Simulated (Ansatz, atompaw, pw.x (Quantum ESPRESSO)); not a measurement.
# pw.x on bcc Ta: one setting changed

Potential: PAW, atompaw 4.2.0.5, LDA (PW92); core [Kr] 4d10 4f14, reference 5s2 5p6 5d3 6s1.5 6p0.5; waves: 5s (bound): rc 1.50 bohr; 6s (bound): rc 2.25 bohr; 5p (bound): rc 1.70 bohr; 6p (bound): rc 1.80 bohr; 5d (bound): rc 2.25 bohr; 5d channel at 3.95 Ry: rc 2.25 bohr; local part: bessel scheme, radius 1.90 bohr; core correction: smooth core density matched at 1.45 bohr; augmentation: besselshape compensation charge, radius 1.70 bohr; PAW radius 2.25 bohr; waves and projectors: custom polynom2 7 10 vanderbiltortho.

The reference run (k-mesh 14³, cutoffs 70/700 Ry, Fermi–Dirac 0.01 Ry, mixing_beta 0.4, conv_thr 1e-9, no spin) gives 0.83 GPa at 17.128 Å³/atom, where all-electron LAPW gives 1.38 GPa. This run, with its own iteration cap, changes diagonalization to cg.

```
&control
  calculation='scf', prefix='x', pseudo_dir='./', outdir='./tmp', tstress=.true., disk_io='none'
/
&system
  ibrav=0, nat=1, ntyp=1, ecutwfc=70, ecutrho=700, nbnd=14,
  occupations='smearing', smearing='fd', degauss=0.01
/
&electrons
  conv_thr=1e-09, mixing_beta=0.4, electron_maxstep=70, diagonalization='cg'
/
ATOMIC_SPECIES
Ta 1.0 Ta.UPF
CELL_PARAMETERS angstrom
  -1.62386113 1.62386113 1.62386113
  1.62386113 -1.62386113 1.62386113
  1.62386113 1.62386113 -1.62386113
ATOMIC_POSITIONS crystal
Ta 0.0000 0.0000 0.0000
K_POINTS automatic
14 14 14 0 0 0
```

```bash
pw.x < Ta.scf.in > Ta.scf.out
```

Question: How does the run end?

Answer: It converges in 11 iterations; the free energy moves by +0.0 meV/atom and the pressure by +0.02 GPa. The result is that of the reference run.

```
Message from routine setup:
     using ibrav=0 with symmetry is DISCOURAGED, use correct ibrav instead
     lattice parameter (alat)  =       5.3151  a.u.
     unit-cell volume          =     115.5855 (a.u.)^3
     number of electrons       =        13.00
     number of Kohn-Sham states=           14
     kinetic-energy cutoff     =      70.0000  Ry
     charge density cutoff     =     700.0000  Ry
     scf convergence threshold =      1.0E-09
     Exchange-correlation= SLA PW NOGX NOGC
     number of k points=   104  Fermi-Dirac smearing, width (Ry)=  0.0100
     iteration #  1     ecut=    70.00 Ry     beta= 0.40
     total energy              =    -708.77139769 Ry
     estimated scf accuracy    <       0.04144300 Ry
     iteration #  2     ecut=    70.00 Ry     beta= 0.40
     total energy              =    -708.77081641 Ry
     estimated scf accuracy    <       0.00605070 Ry
     iteration #  3     ecut=    70.00 Ry     beta= 0.40
     total energy              =    -708.77206109 Ry
     estimated scf accuracy    <       0.00042025 Ry
     [... 5 iterations left out ...]
     iteration #  9     ecut=    70.00 Ry     beta= 0.40
     total energy              =    -708.77218415 Ry
     estimated scf accuracy    <          4.4E-09 Ry
     iteration # 10     ecut=    70.00 Ry     beta= 0.40
     total energy              =    -708.77218415 Ry
     estimated scf accuracy    <          5.9E-09 Ry
     iteration # 11     ecut=    70.00 Ry     beta= 0.40
     the Fermi energy is    18.8211 ev
!    total energy              =    -708.77218415 Ry
     estimated scf accuracy    <          8.8E-10 Ry
     smearing contrib. (-TS)   =      -0.00535184 Ry
     The total energy is F=E-TS. E is the sum of the following terms:
     one-electron contribution =      -9.53295540 Ry
     hartree contribution      =      15.85663402 Ry
     xc contribution           =     -19.64448315 Ry
     ewald contribution        =    -100.21180189 Ry
     one-center paw contrib.   =    -595.23422589 Ry
     convergence has been achieved in  11 iterations
          total   stress  (Ry/bohr**3)                   (kbar)     P=        8.50
     Message from routine punch:
     Nothing written, as per user request (disk_io='none')
```

The run took about 23 s on one core of a shared host (AMD EPYC 9R45 96-Core Processor, 96 threads, 376 GiB, load 68).
